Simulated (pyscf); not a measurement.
PySCF, gas phase, ωB97X-D3(BJ)/def2-SVP geometries.

Q: Estimate the classical barrier height and the reaction energy of H₂S + Cl–GaH–Cl -> HS–Ga(Cl)–Cl + H₂ at PBE0-D3(BJ)/def2-TZVP. The step runs on the singlet surface, breaks H–S, Ga–H and forms Ga–S, H–H; take the separated reactants as zero.

A: ΔE‡ = 10.7 kcal/mol, ΔE = -16.2 kcal/mol. ωB97M-D3(BJ)/def2-TZVP gives 17.2 kcal/mol and -14.3 kcal/mol. Zero-point energy shifts the barrier by +0.4 kcal/mol. It is a four-centre exchange, with an imaginary mode of 1368i cm⁻¹. On the reactant side the descent ends in an adduct with a Ga–S contact, 17.1 kcal/mol under the separated species and 30.0 kcal/mol under the saddle at ωB97X-D3(BJ)/def2-TZVP. What is counted as formed (Ga–S) is already present as a longer contact in the reactant adduct; forming that adduct is a step of its own. At ωB97X-D3(BJ)/def2-TZVP the barrier from the zero used here is 12.9 kcal/mol. This is the saddle that the search found; another between the same sides may lie lower. Elements up to Kr have no core potential and no relativistic terms here.
